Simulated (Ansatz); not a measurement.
# AlH5OSi: one species, many methods

How much do the methods differ for AlH5OSi? The plan is to run it at one geometry with functionals of several rungs and with coupled cluster. The yardstick is the atomisation energy at the CCSD(T) limit.

Program: Ansatz 0.2.0, Gaussian basis. Level of theory: functionals in def2-TZVPP, the program's frozen cores in correlated methods. These are calculated values, not measurements.

Levels to be run: LDA (SPW92), PBE-D4, revPBE-D4, BLYP-D4, r2SCAN-D4, B97M-V, PBE0-D4, B3LYP-D4, r2SCANh-D4, r2SCAN0-D4, HSE06-D4, BHLYP-D4, CAM-B3LYP-D4, LC-ωPBE, ωB97X-V, ωB97M-V, B2PLYP, PBE-QIDH; CCSD(T)/def2-SVP; CCSD(T)/def2-TZVPP; MP2/def2-QZVPP; extrapolation to the limit; RPA on PBE.

1 further run of the same task is left out (it didn't finish).

**1. The geometry**

An earlier PBE0-D4 in a triple-zeta def2 set relaxation fixed the geometry.

8 atoms, charge 0, spin multiplicity 1.

Atoms are counted from 1 here; the program's logs count them from 0.

Bond lengths: O1–Al2 1.698 Å, O1–H4 0.956 Å, Al2–Si3 2.447 Å, Al2–H5 1.590 Å, Si3–H6 1.492 Å, Si3–H7 1.492 Å, Si3–H8 1.488 Å. Angles: Al2–O1–H4 123.1°, O1–Al2–Si3 116.2°, O1–Al2–H5 118.9°, Si3–Al2–H5 124.9°, Al2–Si3–H6 110.7°, Al2–Si3–H7 110.4°, Al2–Si3–H8 112.9°, H6–Si3–H7 106.7°, H6–Si3–H8 108.0°, H7–Si3–H8 107.9°.

**2. LDA**

This LDA is Slater exchange with PW92 correlation.

Input file in.yaml:

```yaml
crystal:
  periodic: [false, false, false]
  atoms:
    - {symbol: O, position_ang: [-1.887980, 0.419995, -0.999354]}
    - {symbol: Al, position_ang: [-0.315737, 0.833493, -0.507868]}
    - {symbol: Si, position_ang: [0.904551, -0.871771, 0.753460]}
    - {symbol: H, position_ang: [-2.450097, 1.008683, -1.501409]}
    - {symbol: H, position_ang: [0.257689, 2.266032, -0.892680]}
    - {symbol: H, position_ang: [1.429347, -0.308526, 2.031286]}
    - {symbol: H, position_ang: [2.086747, -1.347605, -0.022760]}
    - {symbol: H, position_ang: [0.067681, -2.057498, 1.083525]}
basis:
  gaussian: {orbitals: def2-TZVPP}
hamiltonian: {xc: lda}
output: {orbitals: {seedname: orbitals}}
```

On the command line:

```console
> ansatz run in.yaml --threads 2 --pin off --events-out ev --progress --plain --max-ram 4352MiB
```

After this run come: PBE-D4 (GGA); revPBE-D4 (GGA); BLYP-D4 (GGA); r2SCAN-D4 (meta-GGA); B97M-V (meta-GGA); PBE0-D4 (hybrid); B3LYP-D4 (hybrid); r2SCANh-D4 (hybrid); r2SCAN0-D4 (hybrid); HSE06-D4 (hybrid); BHLYP-D4 (hybrid); CAM-B3LYP-D4 (range-separated); LC-ωPBE (range-separated); ωB97X-V (range-separated); ωB97M-V (range-separated); B2PLYP (double hybrid); PBE-QIDH (double hybrid); CCSD(T) in def2-SVP; CCSD(T) in def2-TZVPP; MP2 in def2-QZVPP; RPA on PBE orbitals.

**Question.** What will the summary of the whole plan be? Wanted: atomisation energy, CCSD(T)/CBS; farthest beyond LDA; mean size of error, GGA; mean size of error, meta-GGA; mean size of error, hybrid; mean size of error, range-separated; mean size of error, double hybrid; gap, smallest and largest; T1 diagnostic.

**Answer**, as computed:

| quantity | value |
| --- | --- |
| atomisation energy, CCSD(T)/CBS | 25.180 eV |
| functionals within 0.126 eV (0.5 %) | B97M-V, CAM-B3LYP-D4, ωB97X-V |
| farthest beyond LDA | revPBE-D4 (-0.835 eV) |
| mean size of error, GGA | 0.540 eV |
| mean size of error, meta-GGA | 0.104 eV |
| mean size of error, hybrid | 0.501 eV |
| mean size of error, range-separated | 0.174 eV |
| mean size of error, double hybrid | 0.546 eV |
| gap, smallest and largest | 4.21 eV (LDA (SPW92)), 10.84 eV (LC-ωPBE) |
| T1 diagnostic | 0.0136 |
| triples share of the correlation energy | 3.1 % |

LDA overbinds by 2.590 eV (10 %). PBE-D4 is off by -0.377 eV. Double hybrids carry the basis error of their MP2 part in triple zeta, and no dispersion term here, so their miss is partly the set-up's. Taken by rung, meta-GGA functionals do best (0.104 eV on average) and double hybrid ones worst beyond LDA (0.546 eV). Misses under about 0.126 eV are within the doubt on the reference itself, which lacks core-valence correlation, relativity and higher excitations. Hartree-Fock recovers 74 % of the binding; the rest is correlation. CCSD(T) in def2-SVP is off by -1.822 eV, worse than the median functional, from the basis alone. Orbital gaps span 4.2 to 10.8 eV; exact exchange widens them.
